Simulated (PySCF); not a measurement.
# The bond of NaSi, level by level

The task here is to estimate one member of a computed series from the others.

Program: PySCF 2.14.0. Level of theory: Na 6-311G(d,p), Si 6-311G(d,p), no relativity. These are calculated values, not measurements.

The first run:

Settings of the job:

```
atoms                         : Na, Si
charge                        : 0
basis                         : Na 6-311G(d,p), Si 6-311G(d,p)
Hamiltonian                   : no relativity
basis functions               : 52
electrons treated             : 25
masses in u                   : 22.9898, 27.9769
levels                        : PBE0, PBE, r²SCAN, PW91, TPSSh, BLYP, CAM-B3LYP, HF, MP2, SCS-MP2, CCSD, CCSD(T)
grid                          : 80 radial by 434 angular points
occupations                   : held fixed by the projection of orbital angular momentum
dissociation limit            : Na + Si, each in its ground configuration
starting distance in angstrom : 2.690
values of 2S to try           : 1, 3
```

Command:

```
> OMP_NUM_THREADS=1 python dia.py task.json out
```

Among the steps run: Set-up; First curve: PBE0; Excited determinants; PBE (GGA); r²SCAN (meta-GGA); PW91; TPSSh; BLYP; CAM-B3LYP (range-separated hybrid); UHF (mean field); Correlated methods on the Hartree–Fock reference.

One table of the session follows, with a row left open; its other results are not shown here.

It belongs to the step «The curves together». Energy (eV) from each level's lowest point:

```
R (Å)    UHF  UHF-MP2  UHF-SCS-MP2  UHF-CCSD  UHF-CCSD(T)
2.333  0.397    0.335        0.342       n/a          n/a
2.442  0.189    0.146        0.152     0.142        0.141
2.550  0.068    0.043        0.046     0.040        0.040
2.632  0.020    0.007        0.009     0.006        0.006
2.713  0.000    0.000        0.000     0.000        0.000
2.794  0.002    0.014        0.013     0.015        0.015
2.903  0.032    0.059        0.056     0.060        0.061
3.039      ?        ?            ?         ?            ?
3.201  0.204    0.266        0.259     0.265        0.267
3.418  0.362    0.447        0.435       n/a          n/a
```

Q: Estimate the row for R (Å) = 3.039 from the others.

Worked estimate for «UHF». A straight line through the neighbours (2.903, 0.032) and (3.201, 0.204) gives 0.032 + (0.204 − 0.032) × (3.039 − 2.903) / (3.201 − 2.903) = 0.110; a parabola fitted to 4 rows on both sides gives 0.103.

**Answer.** UHF: 0.098; UHF-MP2: 0.142; UHF-SCS-MP2: 0.137; UHF-CCSD: 0.143; UHF-CCSD(T): 0.145. In «UHF» the line misses by +0.012 and the parabola by +0.005.
